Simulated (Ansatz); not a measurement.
Two isomers of C2H3NO: A = `C=CN=O`, B = `N=CC=O`.

Computed with Ansatz on PBE0-D4/def2-TZVP structures; ΔE is electronic, products minus reactants. CBS: MP2 limit from def2 TZ/QZ plus the TZ coupled-cluster correction, frozen cores. DFT in def2-TZVPP. B3LYP here is the variant with VWN-RPA as its local correlation; programs differ in this. Each species was taken in one conformer, which may not be the lowest.

Which isomer does CCSD(T)/CBS put lower? Give the gap. (Estimate.)

Ansatz gave: B, by 44.8 kcal/mol.

Give E(B) − E(A) in kcal/mol with PBE0-D4, HF/def2-TZVPP, B3LYP, BLYP-D4, CCSD(T)/def2-SVP, CCSD(T)/def2-TZVPP, MP2/def2-TZVPP. (Best estimate.)

The calculation gave: PBE0-D4 -43.4, HF/def2-TZVPP -48.7, B3LYP -43.4, BLYP-D4 -41.4, CCSD(T)/def2-SVP -46.2, CCSD(T)/def2-TZVPP -45.0, MP2/def2-TZVPP -47.2. None reverses the order clearly.

Does the order hold for the free energy at 298.15 K (harmonic terms from PBE0-D4)? (An estimate is asked.)

Computed: Yes: G(B) − G(A) = -44.1 kcal/mol, for one conformer each.

Largest T1 diagnostic: 0.015.

From r2SCAN to r2SCAN0 (25 % exact exchange), in def2-TZVPP and without D4, E(B) − E(A) moves by −1.9 kcal/mol. In def2-TZVPP, CCSD(T) changes the Hartree–Fock value by +3.7 kcal/mol (the triples alone add +1.2 kcal/mol) and MP2 by +1.5 kcal/mol.
